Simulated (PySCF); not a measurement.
Point-charge models of 3-methyl-1-butene, `CC(C=C)C` against its computed dipole.

Coordinates (PBE0-D3(BJ)/def2-SVP, Å) and charges (e) from the PBE0/pcSseg-1 density (PySCF):

| atom | x | y | z | Mulliken | IAO | Hirshfeld | ESP-fitted |
| --- | --- | --- | --- | --- | --- | --- | --- |
| C1 | 2.262 | -0.117 | -0.225 | -0.1618 | -0.3228 | -0.1094 | -0.4875 |
| C2 | 1.066 | -0.233 | 0.352 | -0.1748 | -0.1256 | -0.0337 | -0.1860 |
| C3 | -0.248 | 0.129 | -0.277 | -0.3421 | -0.0948 | -0.0188 | +0.4926 |
| C4 | -0.936 | 1.243 | 0.512 | -0.2261 | -0.4061 | -0.1149 | -0.5891 |
| C5 | -1.149 | -1.100 | -0.394 | -0.2261 | -0.4061 | -0.1148 | -0.5892 |
| H6 | 2.368 | 0.269 | -1.244 | +0.1122 | +0.1385 | +0.0413 | +0.1823 |
| H7 | 3.180 | -0.402 | 0.296 | +0.1184 | +0.1467 | +0.0438 | +0.1963 |
| H8 | 1.004 | -0.625 | 1.377 | +0.1035 | +0.1322 | +0.0412 | +0.1348 |
| H9 | -0.042 | 0.504 | -1.296 | +0.1130 | +0.1272 | +0.0375 | -0.0036 |
| H10 | -0.303 | 2.141 | 0.571 | +0.1226 | +0.1404 | +0.0376 | +0.1387 |
| H11 | -1.892 | 1.527 | 0.043 | +0.1142 | +0.1346 | +0.0396 | +0.1428 |
| H12 | -1.155 | 0.917 | 1.542 | +0.1051 | +0.1304 | +0.0366 | +0.1431 |
| H13 | -1.376 | -1.517 | 0.602 | +0.1050 | +0.1304 | +0.0366 | +0.1432 |
| H14 | -0.670 | -1.892 | -0.988 | +0.1226 | +0.1404 | +0.0377 | +0.1383 |
| H15 | -2.108 | -0.844 | -0.872 | +0.1142 | +0.1346 | +0.0396 | +0.1432 |

Problem. Compute μ = Σ q r for each scheme (1 e·Å = 4.803 D) and compare with the dipole of the full density.

Solution. The full density gives (-0.33, 0.05, -0.04) D, 0.34 D in size; dipole vectors point from the negative to the positive end.

```
    scheme     μx    μy     μz  size (D)  share of the full size (%)  angle to the full dipole (°)
  Mulliken  -0.46  0.02   0.07      0.47                         138                            16
       IAO  -0.37  0.02   0.02      0.37                         109                            11
 Hirshfeld  -0.24  0.01   0.02      0.24                          71                            12
ESP-fitted  -0.35  0.05  -0.05      0.35                         104                             1
```

Problem. Which set comes closest?

Solution. Length of the difference vector: ESP-fitted 0.01 D, IAO 0.07 D, Hirshfeld 0.12 D, Mulliken 0.17 D. Closest: ESP-fitted. The schemes that divide the density aren't constrained to reproduce the dipole.

Problem. What is left for the Hirshfeld atoms' own dipoles?

Solution. The Hirshfeld atoms' densities add up to the full density, so μ = Σ q r + Σ (atomic dipoles). The atomic dipoles sum to (-0.33, 0.05, -0.04) − (-0.24, 0.01, 0.02) = (-0.09, 0.04, -0.06) D, 0.12 D in size.

Problem. With the origin at the mean of the coordinates, (0.000, 0.000, 0.000) Å, which are the largest single terms, by size, of the IAO dipole along the direction of the full one?

Solution. C1 +3.44, H7 -2.27, C4 -2.01, C5 -2.01, H6 -1.43 D; all 15 atoms together +0.36 D. The single terms depend on the origin, their sum doesn't.

Problem. Give the size of the full dipole in other units.

Solution. 0.34 D = 0.134 au = 0.071 e·Å = 1.13 × 10⁻³⁰ C·m.

One conformer (not necessarily the lowest) at the PBE0-D3(BJ)/def2-SVP geometry, without solvent, vibrations or thermal averaging.

The run behind these numbers computed NMR shieldings as well. On one thread of an Arm Neoverse V2, shared host, this took 10 s.

The values belong to the conformer `[CH2:1]=[CH:2][CH:3]([CH3:4])[CH3:5]`: C1–C2–C3–C4 -118°.
